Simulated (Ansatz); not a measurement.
Reaction (SMILES): [OH] (OH) → OH+ (triplet, bonded as [OH]) + e-
B3LYP-D3(BJ)/def2-TZVP geometries, fixed; electronic energies without zero-point terms.

Basis-set convergence of the adiabatic ionisation energy at PBE with Ansatz (a quantum-chemistry and plane-wave program). All functions are spherical. The program fits the integrals of some runs and decomposes those of others, by size. Open shells are unrestricted. No added dispersion term, no relativity. Functions are those of the species that has most. Reference: the value in aug-cc-pV5Z, 13.188 eV, itself unsure by roughly 0.001 eV (its mean distance from pcseg-4, aug-pcseg-3, aug-cc-pVQZ). Deviations are taken from unrounded values.

```
basis        functions
-----------  ---------
pcseg-0             11
pcseg-1             19
aug-pcseg-1         32
pcseg-2             44
aug-pcseg-2         69
pcseg-3             93
aug-pcseg-3        134
pcseg-4            162
```

Which is the smallest pcseg set listed that can be trusted to 0.05 eV here, that is, within that of the reference together with its larger relatives (same family, alike in diffuse functions; a set with none to test it counts only in the reference's own line)?

The smallest set listed that lies within 0.05 eV of the reference with all its larger relatives (same family, alike in diffuse functions; a set with none counts only in the reference's own line) is aug-pcseg-1 (32 functions, 0.035 eV off). Value minus reference: pcseg-0 -0.487, pcseg-1 -0.146, aug-pcseg-1 0.035, pcseg-2 -0.010, aug-pcseg-2 0.012, pcseg-3 -0.001, aug-pcseg-3 0.002, pcseg-4 0.000 eV.
